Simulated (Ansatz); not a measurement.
Mulliken charges of C$_{2}$H$_{2}$O$_{3}$ (`O=C1OCO1`) from r2SCAN/def2-TZVPP in Ansatz (PBE0-D4/def2-TZVP geometry).

| atom | x (Å) | y (Å) | z (Å) | charge (e) |
| --- | --- | --- | --- | --- |
| O1 | -0.369 | -2.232 | 0.160 | -0.257 |
| C2 | -0.173 | -1.079 | 0.073 | 0.417 |
| O3 | 0.918 | -0.310 | 0.364 | -0.291 |
| C4 | 0.148 | 0.807 | -0.068 | 0.274 |
| O5 | -0.957 | -0.045 | -0.352 | -0.291 |
| H6 | -0.060 | 1.512 | 0.738 | 0.074 |
| H7 | 0.556 | 1.279 | -0.962 | 0.074 |

Task: By hand: the dipole of these point charges (1 e Å = 4.8032 D).

Result: Σ q r = (0.111, 0.655, -0.049) e Å, of length 0.666 e Å = 3.20 D.

Task: How does the dipole of the full density compare? (An estimate is asked.)

Result: Ansatz gave: (0.134, 0.788, -0.059) e Å, 3.85 D; the point charges give 0.83 times that, at 0° from its direction.

Point charges leave out the atoms' own dipoles, such as those of lone pairs, and Mulliken's split depends on the basis, so the two needn't agree.
